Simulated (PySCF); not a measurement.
## Basis-set dependence of population analyses: PH3O

PH3O.
Atom-mapped SMILES: `[O:1]=[PH3:2]` (hydrogens: H3, H4, H5 on P2)

PBE0 throughout (PySCF), one geometry, spherical d and f functions. Isolated species at its PBE0-D3(BJ)/def2-SVP geometry, gas phase. Atoms taken as equivalent share a column and are averaged.

Mulliken charges (e):

```csv
basis,functions,O1,P2,H3/H4/H5
pcSseg-0,28,-0.798,+0.668,+0.043
cc-pVDZ,47,-0.460,+0.487,-0.009
pcSseg-1,56,-0.614,+0.592,+0.007
aug-cc-pVDZ,77,-0.732,-0.138,+0.290
cc-pVTZ,106,-0.487,+0.471,+0.005
IGLO-III,109,-0.658,+0.936,-0.092
pcSseg-3,247,-0.524,+0.488,+0.012
```

IAO charges (e):

| basis | functions | O1 | P2 | H3/H4/H5 |
| --- | --- | --- | --- | --- |
| pcSseg-0 | 28 | -0.785 | +0.905 | -0.040 |
| cc-pVDZ | 47 | -0.851 | +1.108 | -0.086 |
| pcSseg-1 | 56 | -0.875 | +1.131 | -0.086 |
| aug-cc-pVDZ | 77 | -0.891 | +1.117 | -0.075 |
| cc-pVTZ | 106 | -0.893 | +1.149 | -0.085 |
| IGLO-III | 109 | -0.909 | +1.166 | -0.086 |
| pcSseg-3 | 247 | -0.913 | +1.175 | -0.087 |

Problem. Which scheme is steadiest as the basis changes?

Solution. Largest range over the bases for any column: IAO 0.27 e, Mulliken 1.07 e. IAO charges move least and Mulliken charges most, counted in e.

Problem. How much do the charges still move between the two largest bases, IGLO-III and pcSseg-3?

Solution. At most, over all atoms: Mulliken 0.448 e, IAO 0.009 e.

Problem. What do the same runs give for the total energy, the frontier levels and the dipole moment?

Solution. 
```json
{"basis": "pcSseg-0", "energy (Eh)": "-417.4745", "HOMO (eV)": "-7.62", "LUMO (eV)": "0.67", "μ (D)": "4.11"}
{"basis": "cc-pVDZ", "energy (Eh)": "-418.1395", "HOMO (eV)": "-7.94", "LUMO (eV)": "0.90", "μ (D)": "3.46"}
{"basis": "pcSseg-1", "energy (Eh)": "-418.1253", "HOMO (eV)": "-8.17", "LUMO (eV)": "0.50", "μ (D)": "3.81"}
{"basis": "aug-cc-pVDZ", "energy (Eh)": "-418.1564", "HOMO (eV)": "-8.31", "LUMO (eV)": "-0.54", "μ (D)": "3.70"}
{"basis": "cc-pVTZ", "energy (Eh)": "-418.2018", "HOMO (eV)": "-8.26", "LUMO (eV)": "0.38", "μ (D)": "3.58"}
{"basis": "IGLO-III", "energy (Eh)": "-418.2085", "HOMO (eV)": "-8.39", "LUMO (eV)": "0.13", "μ (D)": "3.70"}
{"basis": "pcSseg-3", "energy (Eh)": "-418.2289", "HOMO (eV)": "-8.45", "LUMO (eV)": "-0.37", "μ (D)": "3.69"}
```

The dipole is fixed by the density alone, so its range of 0.65 D shows that the density itself changes with the basis, not only its division among atoms.
